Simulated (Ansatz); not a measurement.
**CHAl+ (quartet): from Hartree-Fock to the top rungs, cc-pVTZ**

The task here is to estimate one member of a computed series from the others.

Computed with Ansatz 0.2.0, Gaussian basis. Level: cc-pVTZ, core rule «outside noble gas», up to 6 orbitals frozen.

Plan: UHF; CCSD(T) on ROHF; CCSD(T) on UHF; BCCD(T) on ROHF; CCSDT(Q) on ROHF; CCSDT(Q) on UHF; CASSCF and MRCISD+Q, 7 electrons in 9 orbitals; CASSCF and NEVPT2, 7 electrons in 9 orbitals.

9 further runs of the same task are left out: 5 for a known fault of the program, 4 set aside as unsound or not needed.

## The system

The geometry is a PBE0/def2-TZVP stationary point (not a proven minimum) of the parent state, kept for this charge and spin.

3 atoms, charge 1, spin multiplicity 4.

Atoms are counted from 1 here; the program's logs count them from 0.

Bond lengths: Al1–C2 1.916 Å, Al1–H3 1.601 Å. Angles: C2–Al1–H3 180.0°.

The first run:

Input file in.yaml:

```yaml
crystal:
  periodic: [false, false, false]
  atoms:
    - {symbol: Al, position_ang: [0.000000, 0.000000, 0.105100]}
    - {symbol: C, position_ang: [0.000000, 0.000000, -1.811100]}
    - {symbol: H, position_ang: [0.000000, 0.000000, 1.706000]}
basis:
  gaussian: {orbitals: cc-pVTZ}
total_charge: 1
magnetization: {spin_polarized: true, initial_magnetization: 3}
hamiltonian: {xc: hf}
output: {orbitals: {seedname: orbitals}}
```

Run with:

```bash
$ ansatz run in.yaml --threads 1 --pin off --events-out ev --progress --plain --max-ram 4096MiB --backend cpu
```

Among the steps run: UHF; CCSD(T) on ROHF; CCSD(T) on UHF; BCCD(T) on ROHF; CCSDT(Q) on ROHF; CCSDT(Q) on UHF; CASSCF and MRCISD+Q, 7 electrons in 9 orbitals; CASSCF and NEVPT2, 7 electrons in 9 orbitals.

One table of the session follows, with a row left open; its other results are not shown here.

```
          method  from UCCSDT(Q) (meV)
            ROHF               +4168.9
             UHF               +4130.4
            RMP2                +870.4
            UMP2                +875.8
           RCCSD                +170.2
           UCCSD                +168.0
        RCCSD(T)                 +37.7
        UCCSD(T)                 +36.2
         BCCD(T)                 +35.9
          RCCSDT                  +7.6
          UCCSDT                  +6.1
       RCCSDT(Q)                  +1.9
       UCCSDT(Q)                     0
  CASSCF valence               +2531.4
  NEVPT2 valence                     ?
  MRCISD valence                +130.1
MRCISD+Q valence                 +25.2
```

Q: Estimate the row for NEVPT2 valence from the others.

The run gave: from UCCSDT(Q) (meV): +631.2. In the column «from UCCSDT(Q) (meV)» it lies between RCCSD (+170.2) and RMP2 (+870.4).

Caveats from the session: Restricted and unrestricted rows rest on different reference determinants; where their highest levels disagree by more than a few hundredths of an eV, they describe different states and don't form one ladder.
